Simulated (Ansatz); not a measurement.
**Nudged elastic band run: AlH$_{6}$P**

The input (input.yaml):

```yaml
crystal:
  periodic: [false, false, false]
  atoms:
    - { symbol: Al, position_ang: [0.021438, 0.059619, 0.131585] }
    - { symbol: H, position_ang: [-0.083737, 0.739851, 1.584618] }
    - { symbol: H, position_ang: [1.455907, -0.0791, -0.573207] }
    - { symbol: H, position_ang: [-1.319443, -0.245361, -0.695118] }
    - { symbol: P, position_ang: [0.17969, -2.977368, 1.201779] }
    - { symbol: H, position_ang: [-0.663598, -2.799075, 0.055218] }
    - { symbol: H, position_ang: [1.377303, -2.64753, 0.486132] }
    - { symbol: H, position_ang: [-0.01986, -1.628936, 1.694993] }
basis:
  gaussian: { orbitals: "6-31G*" }
hamiltonian:
  xc: pbe
  dispersion: d4
neb:
  order_check: false
  images: 7
  f_tol: 0.03
  max_iterations: 60
  final_atoms:
    - { symbol: Al, position_ang: [0.11177894, -0.70396296, -0.10058863] }
    - { symbol: H, position_ang: [-0.13012959, 0.64436884, 1.85714934] }
    - { symbol: H, position_ang: [1.44393171, 0.16754354, -0.28753791] }
    - { symbol: H, position_ang: [-1.32004778, -0.13385039, -0.53911144] }
    - { symbol: P, position_ang: [0.24152, -2.86574452, 0.82383981] }
    - { symbol: H, position_ang: [-0.63482138, -3.43772221, -0.15984889] }
    - { symbol: H, position_ang: [1.44191988, -3.2105576, 0.11525438] }
    - { symbol: H, position_ang: [-0.2064518, -0.0379747, 2.17684334] }
  initial_path:
    images:
      - { positions_ang: [[0.021438, 0.059619, 0.131585], [-0.083737, 0.739851, 1.584618], [1.455907, -0.0791, -0.573207], [-1.319443, -0.245361, -0.695118], [0.17969, -2.977368, 1.201779], [-0.663598, -2.799075, 0.055218], [1.377303, -2.64753, 0.486132], [-0.01986, -1.628936, 1.694993]] }
      - { positions_ang: [[0.01570576, 0.04335399, 0.09547764], [-0.06464847, 0.55851409, 1.66272409], [1.42990638, -0.06186703, -0.62707179], [-1.3271008, -0.18827165, -0.72057106], [0.16224452, -2.84365913, 1.10795857], [-0.66111361, -2.91817492, 0.03303563], [1.39812982, -2.70582906, 0.57260897], [-0.00542359, -1.4619663, 1.76183794]] }
      - { positions_ang: [[0.00997351, 0.02708898, 0.05937029], [-0.04555994, 0.37717718, 1.74083018], [1.40390575, -0.04463406, -0.68093657], [-1.33475861, -0.13118229, -0.74602412], [0.14479904, -2.70995025, 1.01413814], [-0.65862922, -3.03727483, 0.01085326], [1.41895665, -2.76412812, 0.65908594], [0.00901281, -1.2949966, 1.82868288]] }
      - { positions_ang: [[0.00424127, 0.01082398, 0.02326293], [-0.02647141, 0.19584026, 1.81893627], [1.37790513, -0.0274011, -0.73480136], [-1.34241641, -0.07409294, -0.77147717], [0.12735356, -2.57624138, 0.92031772], [-0.65614483, -3.15637475, -0.0113291], [1.43978347, -2.82242718, 0.7455629], [0.02344922, -1.1280269, 1.89552782]] }
      - { positions_ang: [[-0.00149097, -0.00544103, -0.01284442], [-0.00738287, 0.01450335, 1.89704235], [1.35190451, -0.01016813, -0.78866614], [-1.35007421, -0.01700359, -0.79693023], [0.10990807, -2.4425325, 0.82649729], [-0.65366044, -3.27547466, -0.03351147], [1.46061029, -2.88072624, 0.83203987], [0.03788562, -0.9610572, 1.96237276]] }
      - { positions_ang: [[0.02682651, -0.18007151, -0.03478048], [-0.03806955, 0.17196972, 1.8870691], [1.37491131, 0.03425979, -0.66338409], [-1.3425676, -0.04621529, -0.73247553], [0.14281106, -2.54833551, 0.82583292], [-0.64895067, -3.31603655, -0.06509583], [1.45593769, -2.96318408, 0.6528435], [-0.02319873, -0.73028658, 2.0159904]] }
      - { positions_ang: [[0.05514398, -0.354702, -0.05671653], [-0.06875623, 0.3294361, 1.87709585], [1.39791811, 0.07868771, -0.53810203], [-1.33506099, -0.07542699, -0.66802083], [0.17571404, -2.65413851, 0.82516855], [-0.64424091, -3.35659844, -0.09668018], [1.45126509, -3.04564192, 0.47364713], [-0.08428309, -0.49951595, 2.06960805]] }
      - { positions_ang: [[0.08346146, -0.52933248, -0.07865258], [-0.09944291, 0.48690247, 1.86712259], [1.42092491, 0.12311562, -0.41281997], [-1.32755439, -0.10463869, -0.60356614], [0.20861702, -2.75994152, 0.82450418], [-0.63953114, -3.39716032, -0.12826454], [1.44659248, -3.12809976, 0.29445075], [-0.14536744, -0.26874533, 2.12322569]] }
      - { positions_ang: [[0.11177894, -0.70396296, -0.10058863], [-0.13012959, 0.64436884, 1.85714934], [1.44393171, 0.16754354, -0.28753791], [-1.32004778, -0.13385039, -0.53911144], [0.24152, -2.86574452, 0.82383981], [-0.63482138, -3.43772221, -0.15984889], [1.44191988, -3.2105576, 0.11525438], [-0.2064518, -0.0379747, 2.17684334]] }
```

Launched with:

```bash
$ ansatz run input.yaml --threads 1 --pin off --max-ram 2048MiB --backend cpu --events-out ev --progress --plain --runs-dir out
```

Output, in part (warnings, iteration lines, the closing report on the highest movable image, with atoms numbered from 0):

```
NEB end point (image 0): max|allowed force component| = 1.159e-2 eV/Å (the criterion of neb.relax_end_points is 1.000e-2)
NEB end point (image 8): max|allowed force component| = 2.862e-2 eV/Å (the criterion of neb.relax_end_points is 1.000e-2)
NEB iter   1: max|band force component| = 4.345e0 eV/Å  barrier→ = 1.7428 eV  barrier← = 2.0457 eV  Δτ_max = 0.2000 Å  (195 SCF iters)
NEB iter   2: max|band force component| = 1.988e0 eV/Å  barrier→ = 0.9500 eV  barrier← = 1.2529 eV  Δτ_max = 0.2000 Å  (168 SCF iters)
NEB iter   3: max|band force component| = 8.974e-1 eV/Å  barrier→ = 0.7673 eV  barrier← = 1.0702 eV  Δτ_max = 0.0918 Å  (170 SCF iters)
NEB iter   4: max|band force component| = 6.528e-1 eV/Å  barrier→ = 0.7315 eV  barrier← = 1.0344 eV  CI = image 3  Δτ_max = 0.0952 Å  (175 SCF iters)
NEB iter   5: max|band force component| = 8.027e-1 eV/Å  barrier→ = 0.7227 eV  barrier← = 1.0256 eV  CI = image 3  Δτ_max = 0.0452 Å  (169 SCF iters)
NEB iter   6: max|band force component| = 1.201e-1 eV/Å  barrier→ = 0.7142 eV  barrier← = 1.0171 eV  CI = image 3  Δτ_max = 0.0439 Å  (160 SCF iters)
NEB iter   7: max|band force component| = 5.174e-2 eV/Å  barrier→ = 0.7119 eV  barrier← = 1.0148 eV  CI = image 3  Δτ_max = 0.0101 Å  (159 SCF iters)
NEB iter   8: max|band force component| = 1.790e-2 eV/Å  barrier→ = 0.7116 eV  barrier← = 1.0145 eV  CI = image 3  Δτ_max = 0.0000 Å  (294 SCF iters)
Total energy: -15971.88399520 eV, -586.9559106917 hartree
Atom 0 at     0.048369    -0.295625     0.014575 Å, force    -0.001765    -0.000493     0.010422 eV/Å
Atom 1 at    -0.060940     0.173693     1.665039 Å, force    -0.003786    -0.003105     0.000752 eV/Å
Atom 2 at     1.506157     0.048386    -0.519823 Å, force     0.000029    -0.001248    -0.001392 eV/Å
Atom 3 at    -1.404382    -0.158661    -0.617532 Å, force     0.002457     0.000375    -0.007386 eV/Å
Atom 4 at     0.130739    -2.674554     1.181251 Å, force     0.005482     0.004603    -0.008947 eV/Å
Atom 5 at    -0.654720    -2.960871     0.016054 Å, force    -0.001223    -0.001826     0.006481 eV/Å
Atom 6 at     1.395328    -2.755663     0.511402 Å, force    -0.007278     0.002235     0.001061 eV/Å
Atom 7 at    -0.012852    -0.954605     1.635034 Å, force     0.006083    -0.000542    -0.000990 eV/Å
Dipole moment:     0.049723    -0.045729    -0.091928 e Å
```

It converged. A vibrational analysis at the climbing image gives one clearly imaginary mode, 1072i cm⁻¹: a first-order saddle point. The orbitals stay closed-shell, which can raise the energy where a bond breaks towards radicals; this wasn't checked here.

Final band (atoms are numbered from 1 in the order of the input):

```
image  path coordinate (Å)  energy (kcal/mol)  Al1–H2 (Å)  P5–H8 (Å)  Al1–P5 (Å)
    0                 0.00                0.0        1.61       1.45        3.22
    1                 0.37                1.3        1.61       1.46        3.08
    2                 0.74                8.6        1.64       1.55        2.84
    3                 1.12               16.4        1.72       1.78        2.65
    4                 1.46                8.9        1.86       2.04        2.48
    5                 1.81               -0.4        2.04       2.30        2.38
    6                 2.16               -5.1        2.18       2.59        2.36
    7                 2.50               -6.7        2.29       2.90        2.36
    8                 2.85               -7.0        2.39       3.17        2.35
```

Run time: 100 s on 1 thread of Arm Neoverse V1, on a shared host, peak memory 0.095 GiB.
